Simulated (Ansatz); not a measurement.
# H7PSi: the cost of one run

Program: Ansatz 0.2.0. Level of theory: RHF/def2-SVP. These are calculated values, not measurements.

### Step 1. The structure to begin with

Bond lengths: Si1–H3 1.460 Å, Si1–H4 1.459 Å, Si1–H5 1.459 Å, Si1–P6 2.480 Å, P6–H7 1.420 Å, P6–H8 1.420 Å. Angles: H3–Si1–H4 109.5°, H3–Si1–H5 109.5°, H3–Si1–P6 178.9°, H4–Si1–H5 109.5°, H4–Si1–P6 70.0°, H5–Si1–P6 70.0°, Si1–P6–H7 109.5°, Si1–P6–H8 109.5°, H7–P6–H8 109.4°.

As a file:

```xyz
9

Si    0.0000    0.0000    0.0000
H     0.0000    0.0000    1.8100
H     1.3768    0.0000   -0.4862
H    -0.6877    1.1914   -0.4862
H    -0.6877   -1.1914   -0.4862
P    -2.3535    0.0000    0.7820
H    -3.1199   -0.8853   -0.0213
H    -2.4033   -0.4268    2.1354
H    -0.9491    0.0000    1.8858
```

### Step 2. A restrained relaxation towards end A

Springs on the bonds that form and break draw the guess towards this end; the thresholds are loose.

Input file input.yaml:

```yaml
crystal:
  periodic: [false, false, false]
  atoms:
    - { symbol: Si, position_ang: [0.0, 0.0, 0.0] }
    - { symbol: H, position_ang: [0.0, 0.0, 1.81] }
    - { symbol: H, position_ang: [1.3768, 0.0, -0.4862] }
    - { symbol: H, position_ang: [-0.6877, 1.1914, -0.4862] }
    - { symbol: H, position_ang: [-0.6877, -1.1914, -0.4862] }
    - { symbol: P, position_ang: [-2.3535, 0.0, 0.782] }
    - { symbol: H, position_ang: [-3.1199, -0.8853, -0.0213] }
    - { symbol: H, position_ang: [-2.4033, -0.4268, 2.1354] }
    - { symbol: H, position_ang: [-0.9491, 0.0, 1.8858] }
basis:
  gaussian: { orbitals: def2-SVP }
hamiltonian:
  xc: hf
relax:
  f_tol: 0.15
  max_steps: 25
  restrain:
    - { distance: [0, 5], at: 3.38, k: 30.0 }
    - { distance: [8, 1], at: 1.86, k: 30.0 }
    - { distance: [0, 1], at: 1.46, k: 30.0 }
    - { distance: [8, 5], at: 1.42, k: 30.0 }
output:
  orbitals: {}
```

Run with:

```bash
ansatz run input.yaml --threads 1 --pin off --max-ram 2048MiB --backend cpu --events-out ev --progress --plain --runs-dir out
```

What time and memory should one allow on 1 thread of Arm Neoverse V2, shared host?

About 7 s, with a peak of 0.11 GiB.
